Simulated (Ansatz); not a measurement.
Harmonic frequencies (cm⁻¹) at PBE0-D4/def2-TZVP from Ansatz: 234, 426, 547, 730, 769, 890, 1038, 1136, 1232, 1369, 1404, 1770, 3239, 3272, 3824.

Each molecule was computed in one conformer, which needn't be the lowest.

**Question.** Which molecule is it?
A. `FC1CO1`
B. `[SiH3]SS`
C. `O/C=C\F`
D. `CC(=O)F`

**Answer.** C.
